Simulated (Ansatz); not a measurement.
Rock-salt HfC was calculated with RPBE (Ansatz, a quantum-chemistry and plane-wave program, plane waves, PAW).

Numerical settings: plane-wave cutoff 520 eV, 24×24×24 k mesh, Fermi–Dirac smearing 0.065 eV (set by the program), scalar-relativistic PAW data made under PBE.

Computed at the level's own relaxed cell.

Problem. Predict the elastic constant C44, elastic constant C11, Young modulus, polycrystal shear modulus (Hill average) and elastic constant C12.

Solution. 
* **elastic constant C44**: 168 GPa
* **elastic constant C11**: 472 GPa
* **Young modulus**: 417 GPa
* **polycrystal shear modulus (Hill average)**: 175 GPa
* **elastic constant C12**: 99.4 GPa

Measured, for comparison: elastic constant C44 180 GPa, elastic constant C11 500 GPa (temperature not stated, no zero-point or thermal correction; as tabulated in Wu et al. (2005), arXiv:cond-mat/0412374). Computed (rounded) less measured: elastic constant C44 -7 %, elastic constant C11 -6 %.

Elastic constants are with the ions relaxed.

Spin–orbit coupling is not included.

The computed numbers hold no vibrational or temperature effects.

The result took roughly 4 core-minutes.
